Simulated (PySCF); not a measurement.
Working out the ionisation energy of Ar

Ar [Ar] (1S) → Ar⁺ [Ne] 3s2 3p5 (2P). All numbers are calculated (PySCF 2.14, scalar relativity by spin-free X2C-1e, in dyall-av3z (19s12p3d2f, 84 functions)). Frozen: [Ne]; the 26 highest virtual orbitals dropped. Energies in hartree (1 hartree = 27.21139 eV):

```tsv
part	Ar (lower)	Ar⁺ (upper)
UHF	-528.631798	-528.097575
CCSD correlation	-0.231349	-0.194750
(T)	-0.007440	-0.005403
```

Task: What does Hartree-Fock give?

Result: (-528.097575) − (-528.631798) = 0.534223 hartree = 14.537 eV.

Task: What do CCSD and CCSD(T) give?

Result: The CCSD correlation energies differ by 0.036599 hartree = 0.996 eV and the triples by 0.002037 hartree = 0.055 eV, so CCSD gives 15.533 eV and CCSD(T) 15.588 eV.

Measured between the centres of the two terms (NIST): 15.819 eV, so CCSD(T) (valence) is off by -0.231 eV.

What remains against the reference includes basis incompleteness, the frozen core and higher excitations.
